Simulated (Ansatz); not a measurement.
O2S, SMILES O=S=O (connectivity only; charge and spin as stated), charge +1, multiplicity 2. Atoms are numbered in the order given.

```xyz
3

O      0.0000    -1.2979    -0.2955
S      0.0000     0.0000     0.2749
O      0.0000     1.2979    -0.2955
```
Charge +1, spin multiplicity 2.

Coordinates come from a PBE0-D3(BJ)/def2-TZVP optimisation. The spin state was assumed, not searched.

Two levels are set side by side: PBE-D3(BJ)/def2-TZVP (Ansatz, a quantum-chemistry and plane-wave program) and PBE0-D3(BJ)/def2-TZVP (Ansatz). Each level has its own optimised geometry; the coordinates shown are those of the second. Differences are taken from unrounded values.

```json
[
 {"quantity": "mean bond length (Å)", "PBE0-D3(BJ)": "1.418", "PBE-D3(BJ)": "1.445", "PBE-D3(BJ) minus PBE0-D3(BJ)": "0.028"},
 {"quantity": "bond O1–S2 (Å)", "PBE0-D3(BJ)": "1.418", "PBE-D3(BJ)": "1.445", "PBE-D3(BJ) minus PBE0-D3(BJ)": "0.028"},
 {"quantity": "bond S2–O3 (Å)", "PBE0-D3(BJ)": "1.418", "PBE-D3(BJ)": "1.445", "PBE-D3(BJ) minus PBE0-D3(BJ)": "0.028"}
]
```

Exact exchange shortens and stiffens bonds; PBE has none. Differences between two approximate levels are no errors against the true value.
